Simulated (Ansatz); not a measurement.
## Molecular dynamics of C₃H₅

The input (input.yaml):

```yaml
crystal:
  periodic: [false, false, false]
  atoms:
    - { symbol: H, position_ang: [-0.1275, -0.0982, 0.0387] }
    - { symbol: C, position_ang: [0.7896, 0.6455, -0.6965] }
    - { symbol: C, position_ang: [1.6042, 1.2603, -1.3172] }
    - { symbol: C, position_ang: [-1.019, -0.8085, 0.8398] }
    - { symbol: H, position_ang: [2.3171, 1.8295, -1.8467] }
    - { symbol: H, position_ang: [-0.8319, -1.8429, 0.6022] }
    - { symbol: H, position_ang: [-1.99, -0.4551, 0.5363] }
    - { symbol: H, position_ang: [-0.7424, -0.5305, 1.8434] }
magnetization:
  spin_polarized: true
  initial_magnetization: 1
basis:
  gaussian: { orbitals: def2-SVP }
hamiltonian:
  xc: b3lyp
md:
  timestep: 0.5
  n_steps: 150
  ensemble: nve
  temperature: 100.0
  initial_velocities: maxwell_boltzmann
  seed: 722248
```

Run as:

```bash
$ ansatz run input.yaml --threads 1 --pin off --max-ram 2048MiB --backend cpu --events-out ev --progress --plain --runs-dir out
```

It starts from a rough guess of a transition structure, not a stationary point.

Output, in part (one step line in 2, the closing report, with atoms numbered from 0):

```
md step     0: t =     0.00 fs  T =   100.0 K  F+E_penalty+E_count = -3185.04956517 eV  E_kin = 0.077556 eV  conserved = -3184.97200917 eV  (29 SCF iters)
md step     2: t =     1.00 fs  T =   122.3 K  F+E_penalty+E_count = -3185.06705039 eV  E_kin = 0.094852 eV  conserved = -3184.97219808 eV  (30 SCF iters)
md step     4: t =     2.00 fs  T =   191.0 K  F+E_penalty+E_count = -3185.12046771 eV  E_kin = 0.148146 eV  conserved = -3184.97232161 eV  (37 SCF iters)
md step     6: t =     3.00 fs  T =   297.4 K  F+E_penalty+E_count = -3185.20285150 eV  E_kin = 0.230646 eV  conserved = -3184.97220547 eV  (36 SCF iters)
md step     8: t =     4.00 fs  T =   449.4 K  F+E_penalty+E_count = -3185.32088732 eV  E_kin = 0.348570 eV  conserved = -3184.97231696 eV  (36 SCF iters)
md step    10: t =     5.00 fs  T =   634.8 K  F+E_penalty+E_count = -3185.46672717 eV  E_kin = 0.492350 eV  conserved = -3184.97437745 eV  (37 SCF iters)
md step    12: t =     6.00 fs  T =   712.5 K  F+E_penalty+E_count = -3185.53157245 eV  E_kin = 0.552563 eV  conserved = -3184.97900910 eV  (37 SCF iters)
md step    14: t =     7.00 fs  T =   462.9 K  F+E_penalty+E_count = -3185.33556619 eV  E_kin = 0.359029 eV  conserved = -3184.97653761 eV  (35 SCF iters)
md step    16: t =     8.00 fs  T =   217.5 K  F+E_penalty+E_count = -3185.13490083 eV  E_kin = 0.168661 eV  conserved = -3184.96624003 eV  (30 SCF iters)
md step    18: t =     9.00 fs  T =   556.1 K  F+E_penalty+E_count = -3185.40807911 eV  E_kin = 0.431311 eV  conserved = -3184.97676768 eV  (33 SCF iters)
md step    20: t =    10.00 fs  T =   870.3 K  F+E_penalty+E_count = -3185.65652432 eV  E_kin = 0.674966 eV  conserved = -3184.98155875 eV  (33 SCF iters)
md step    22: t =    11.00 fs  T =   707.8 K  F+E_penalty+E_count = -3185.52496590 eV  E_kin = 0.548966 eV  conserved = -3184.97599955 eV  (34 SCF iters)
md step    24: t =    12.00 fs  T =   370.5 K  F+E_penalty+E_count = -3185.25893111 eV  E_kin = 0.287350 eV  conserved = -3184.97158089 eV  (34 SCF iters)
md step    26: t =    13.00 fs  T =   191.0 K  F+E_penalty+E_count = -3185.11837855 eV  E_kin = 0.148099 eV  conserved = -3184.97027954 eV  (34 SCF iters)
md step    28: t =    14.00 fs  T =   281.4 K  F+E_penalty+E_count = -3185.18949868 eV  E_kin = 0.218226 eV  conserved = -3184.97127299 eV  (34 SCF iters)
md step    30: t =    15.00 fs  T =   567.4 K  F+E_penalty+E_count = -3185.41377442 eV  E_kin = 0.440087 eV  conserved = -3184.97368754 eV  (33 SCF iters)
md step    32: t =    16.00 fs  T =   850.1 K  F+E_penalty+E_count = -3185.63717924 eV  E_kin = 0.659272 eV  conserved = -3184.97790741 eV  (35 SCF iters)
md step    34: t =    17.00 fs  T =   828.4 K  F+E_penalty+E_count = -3185.62353206 eV  E_kin = 0.642480 eV  conserved = -3184.98105238 eV  (30 SCF iters)
md step    36: t =    18.00 fs  T =   418.9 K  F+E_penalty+E_count = -3185.29664571 eV  E_kin = 0.324870 eV  conserved = -3184.97177610 eV  (35 SCF iters)
md step    38: t =    19.00 fs  T =   289.3 K  F+E_penalty+E_count = -3185.19234285 eV  E_kin = 0.224377 eV  conserved = -3184.96796597 eV  (36 SCF iters)
md step    40: t =    20.00 fs  T =   655.9 K  F+E_penalty+E_count = -3185.48789931 eV  E_kin = 0.508709 eV  conserved = -3184.97919008 eV  (35 SCF iters)
md step    42: t =    21.00 fs  T =   814.7 K  F+E_penalty+E_count = -3185.61023127 eV  E_kin = 0.631879 eV  conserved = -3184.97835262 eV  (35 SCF iters)
md step    44: t =    22.00 fs  T =   663.9 K  F+E_penalty+E_count = -3185.48895809 eV  E_kin = 0.514866 eV  conserved = -3184.97409225 eV  (36 SCF iters)
md step    46: t =    23.00 fs  T =   467.6 K  F+E_penalty+E_count = -3185.33500759 eV  E_kin = 0.362680 eV  conserved = -3184.97232729 eV  (35 SCF iters)
md step    48: t =    24.00 fs  T =   376.6 K  F+E_penalty+E_count = -3185.26375434 eV  E_kin = 0.292106 eV  conserved = -3184.97164868 eV  (33 SCF iters)
md step    50: t =    25.00 fs  T =   454.4 K  F+E_penalty+E_count = -3185.32371594 eV  E_kin = 0.352403 eV  conserved = -3184.97131338 eV  (34 SCF iters)
md step    52: t =    26.00 fs  T =   712.1 K  F+E_penalty+E_count = -3185.52593432 eV  E_kin = 0.552303 eV  conserved = -3184.97363096 eV  (30 SCF iters)
md step    54: t =    27.00 fs  T =   956.2 K  F+E_penalty+E_count = -3185.72231404 eV  E_kin = 0.741557 eV  conserved = -3184.98075696 eV  (33 SCF iters)
md step    56: t =    28.00 fs  T =   759.8 K  F+E_penalty+E_count = -3185.57031706 eV  E_kin = 0.589285 eV  conserved = -3184.98103220 eV  (34 SCF iters)
md step    58: t =    29.00 fs  T =   346.0 K  F+E_penalty+E_count = -3185.23292310 eV  E_kin = 0.268358 eV  conserved = -3184.96456507 eV  (33 SCF iters)
md step    60: t =    30.00 fs  T =   653.7 K  F+E_penalty+E_count = -3185.48331552 eV  E_kin = 0.507004 eV  conserved = -3184.97631103 eV  (33 SCF iters)
md step    62: t =    31.00 fs  T =  1058.6 K  F+E_penalty+E_count = -3185.80368812 eV  E_kin = 0.821023 eV  conserved = -3184.98266553 eV  (32 SCF iters)
md step    64: t =    32.00 fs  T =   955.1 K  F+E_penalty+E_count = -3185.71652230 eV  E_kin = 0.740773 eV  conserved = -3184.97574934 eV  (33 SCF iters)
md step    66: t =    33.00 fs  T =   681.5 K  F+E_penalty+E_count = -3185.50062284 eV  E_kin = 0.528530 eV  conserved = -3184.97209327 eV  (34 SCF iters)
md step    68: t =    34.00 fs  T =   516.0 K  F+E_penalty+E_count = -3185.37174518 eV  E_kin = 0.400200 eV  conserved = -3184.97154548 eV  (36 SCF iters)
md step    70: t =    35.00 fs  T =   522.5 K  F+E_penalty+E_count = -3185.37672200 eV  E_kin = 0.405266 eV  conserved = -3184.97145602 eV  (30 SCF iters)
md step    72: t =    36.00 fs  T =   703.6 K  F+E_penalty+E_count = -3185.51798623 eV  E_kin = 0.545655 eV  conserved = -3184.97233116 eV  (35 SCF iters)
md step    74: t =    37.00 fs  T =   974.2 K  F+E_penalty+E_count = -3185.73167181 eV  E_kin = 0.755560 eV  conserved = -3184.97611142 eV  (36 SCF iters)
md step    76: t =    38.00 fs  T =  1063.7 K  F+E_penalty+E_count = -3185.80566271 eV  E_kin = 0.824953 eV  conserved = -3184.98071006 eV  (35 SCF iters)
md step    78: t =    39.00 fs  T =   768.4 K  F+E_penalty+E_count = -3185.57014226 eV  E_kin = 0.595977 eV  conserved = -3184.97416484 eV  (35 SCF iters)
md step    80: t =    40.00 fs  T =   624.5 K  F+E_penalty+E_count = -3185.45137416 eV  E_kin = 0.484311 eV  conserved = -3184.96706284 eV  (34 SCF iters)
md step    82: t =    41.00 fs  T =  1015.7 K  F+E_penalty+E_count = -3185.76721874 eV  E_kin = 0.787718 eV  conserved = -3184.97950093 eV  (33 SCF iters)
md step    84: t =    42.00 fs  T =  1200.3 K  F+E_penalty+E_count = -3185.91142244 eV  E_kin = 0.930875 eV  conserved = -3184.98054705 eV  (33 SCF iters)
md step    86: t =    43.00 fs  T =   955.6 K  F+E_penalty+E_count = -3185.71605861 eV  E_kin = 0.741145 eV  conserved = -3184.97491387 eV  (33 SCF iters)
md step    88: t =    44.00 fs  T =   634.5 K  F+E_penalty+E_count = -3185.46358373 eV  E_kin = 0.492075 eV  conserved = -3184.97150920 eV  (29 SCF iters)
md step    90: t =    45.00 fs  T =   517.7 K  F+E_penalty+E_count = -3185.37166245 eV  E_kin = 0.401511 eV  conserved = -3184.97015167 eV  (33 SCF iters)
md step    92: t =    46.00 fs  T =   711.6 K  F+E_penalty+E_count = -3185.52365551 eV  E_kin = 0.551891 eV  conserved = -3184.97176498 eV  (34 SCF iters)
md step    94: t =    47.00 fs  T =  1073.2 K  F+E_penalty+E_count = -3185.80986788 eV  E_kin = 0.832369 eV  conserved = -3184.97749865 eV  (33 SCF iters)
md step    96: t =    48.00 fs  T =  1186.1 K  F+E_penalty+E_count = -3185.90226123 eV  E_kin = 0.919917 eV  conserved = -3184.98234398 eV  (33 SCF iters)
md step    98: t =    49.00 fs  T =   805.9 K  F+E_penalty+E_count = -3185.59965050 eV  E_kin = 0.625061 eV  conserved = -3184.97458996 eV  (33 SCF iters)
md step   100: t =    50.00 fs  T =   532.1 K  F+E_penalty+E_count = -3185.37945550 eV  E_kin = 0.412640 eV  conserved = -3184.96681586 eV  (34 SCF iters)
md step   102: t =    51.00 fs  T =   818.7 K  F+E_penalty+E_count = -3185.61265089 eV  E_kin = 0.634954 eV  conserved = -3184.97769672 eV  (34 SCF iters)
md step   104: t =    52.00 fs  T =  1018.8 K  F+E_penalty+E_count = -3185.76924356 eV  E_kin = 0.790171 eV  conserved = -3184.97907247 eV  (34 SCF iters)
md step   106: t =    53.00 fs  T =   886.3 K  F+E_penalty+E_count = -3185.66232777 eV  E_kin = 0.687407 eV  conserved = -3184.97492040 eV  (30 SCF iters)
md step   108: t =    54.00 fs  T =   657.9 K  F+E_penalty+E_count = -3185.48289617 eV  E_kin = 0.510273 eV  conserved = -3184.97262298 eV  (34 SCF iters)
md step   110: t =    55.00 fs  T =   527.3 K  F+E_penalty+E_count = -3185.38009570 eV  E_kin = 0.408974 eV  conserved = -3184.97112180 eV  (34 SCF iters)
md step   112: t =    56.00 fs  T =   619.6 K  F+E_penalty+E_count = -3185.45130308 eV  E_kin = 0.480539 eV  conserved = -3184.97076446 eV  (36 SCF iters)
md step   114: t =    57.00 fs  T =   941.1 K  F+E_penalty+E_count = -3185.70419273 eV  E_kin = 0.729900 eV  conserved = -3184.97429228 eV  (33 SCF iters)
md step   116: t =    58.00 fs  T =  1220.4 K  F+E_penalty+E_count = -3185.92716764 eV  E_kin = 0.946482 eV  conserved = -3184.98068592 eV  (33 SCF iters)
md step   118: t =    59.00 fs  T =  1044.4 K  F+E_penalty+E_count = -3185.79110385 eV  E_kin = 0.809957 eV  conserved = -3184.98114642 eV  (33 SCF iters)
md step   120: t =    60.00 fs  T =   572.5 K  F+E_penalty+E_count = -3185.41040302 eV  E_kin = 0.444024 eV  conserved = -3184.96637893 eV  (32 SCF iters)
md step   122: t =    61.00 fs  T =   714.7 K  F+E_penalty+E_count = -3185.52670993 eV  E_kin = 0.554331 eV  conserved = -3184.97237883 eV  (32 SCF iters)
md step   124: t =    62.00 fs  T =  1153.2 K  F+E_penalty+E_count = -3185.87654749 eV  E_kin = 0.894409 eV  conserved = -3184.98213836 eV  (30 SCF iters)
md step   126: t =    63.00 fs  T =  1150.1 K  F+E_penalty+E_count = -3185.86990197 eV  E_kin = 0.892000 eV  conserved = -3184.97790190 eV  (33 SCF iters)
md step   128: t =    64.00 fs  T =   857.1 K  F+E_penalty+E_count = -3185.63810131 eV  E_kin = 0.664762 eV  conserved = -3184.97333898 eV  (32 SCF iters)
md step   130: t =    65.00 fs  T =   619.7 K  F+E_penalty+E_count = -3185.45112245 eV  E_kin = 0.480649 eV  conserved = -3184.97047327 eV  (33 SCF iters)
md step   132: t =    66.00 fs  T =   658.3 K  F+E_penalty+E_count = -3185.48149930 eV  E_kin = 0.510557 eV  conserved = -3184.97094265 eV  (32 SCF iters)
md step   134: t =    67.00 fs  T =   930.8 K  F+E_penalty+E_count = -3185.69678925 eV  E_kin = 0.721882 eV  conserved = -3184.97490702 eV  (35 SCF iters)
md step   136: t =    68.00 fs  T =  1138.6 K  F+E_penalty+E_count = -3185.86233257 eV  E_kin = 0.883086 eV  conserved = -3184.97924610 eV  (34 SCF iters)
md step   138: t =    69.00 fs  T =   978.6 K  F+E_penalty+E_count = -3185.73842785 eV  E_kin = 0.758950 eV  conserved = -3184.97947744 eV  (34 SCF iters)
md step   140: t =    70.00 fs  T =   562.6 K  F+E_penalty+E_count = -3185.40517428 eV  E_kin = 0.436314 eV  conserved = -3184.96885999 eV  (34 SCF iters)
md step   142: t =    71.00 fs  T =   603.2 K  F+E_penalty+E_count = -3185.43738794 eV  E_kin = 0.467853 eV  conserved = -3184.96953487 eV  (29 SCF iters)
md step   144: t =    72.00 fs  T =  1057.2 K  F+E_penalty+E_count = -3185.80021147 eV  E_kin = 0.819939 eV  conserved = -3184.98027246 eV  (34 SCF iters)
md step   146: t =    73.00 fs  T =  1192.7 K  F+E_penalty+E_count = -3185.90473192 eV  E_kin = 0.924978 eV  conserved = -3184.97975345 eV  (33 SCF iters)
md step   148: t =    74.00 fs  T =   921.5 K  F+E_penalty+E_count = -3185.69011315 eV  E_kin = 0.714658 eV  conserved = -3184.97545466 eV  (33 SCF iters)
md step   150: t =    75.00 fs  T =   563.0 K  F+E_penalty+E_count = -3185.40732302 eV  E_kin = 0.436642 eV  conserved = -3184.97068115 eV  (29 SCF iters)
Total energy: -3185.40755264 eV, -117.0615684126 hartree
Atom 0 at     0.009709     0.655327    -0.383998 Å, force     3.479985     0.874344    -1.842586 eV/Å
Atom 1 at     1.041425     0.983729    -0.968609 Å, force    -6.477376    -2.221548     3.767952 eV/Å
Atom 2 at     1.948628     1.445453    -1.561423 Å, force     0.604191     0.218509    -0.363414 eV/Å
Atom 3 at    -1.579367    -1.320716     1.343383 Å, force    -0.548395     0.422694    -0.712900 eV/Å
Atom 4 at     2.725001     1.815960    -2.090855 Å, force     2.388073     1.106825    -1.544635 eV/Å
Atom 5 at    -1.034122    -2.052277     0.787251 Å, force     0.523155    -0.751692    -0.220418 eV/Å
Atom 6 at    -2.318420    -0.759643     0.778888 Å, force    -0.330409     0.116219     0.028714 eV/Å
Atom 7 at    -1.184478    -0.889620     2.234520 Å, force     0.360776     0.234649     0.887288 eV/Å
Dipole moment:    -0.037983     0.015729     0.008954 e Å
```

All steps were run. The conserved energy stayed within 1.4 meV per atom of its start (net change 0.17 meV per atom), so the integration is sound. The system heated up, since it started high on the potential surface and ran downhill. A run of 0.075 ps of so small a system gives no equilibrium averages.

The step under study would form H1–C4 and break H1–C2. These pairs go: H1–C4 1.39 → 3.07 Å, H1–C2 1.39 → 1.23 Å. In the last frame they stand as before the step (other bonds may differ from the relaxed reactants and products). It ends as C2H2 + CH3. Pairs count as bonded within 1.25 times the sum of covalent radii (0.12 Å more for H–H).

Last frame:

```xyz
8
Properties=species:S:1:pos:R:3
H 0.010 0.655 -0.384
C 1.041 0.984 -0.969
C 1.949 1.446 -1.561
C -1.579 -1.321 1.343
H 2.725 1.816 -2.091
H -1.034 -2.052 0.787
H -2.318 -0.760 0.779
H -1.185 -0.890 2.235
```

Time of the run: 5.3 min on 1 CPU thread of a shared host.
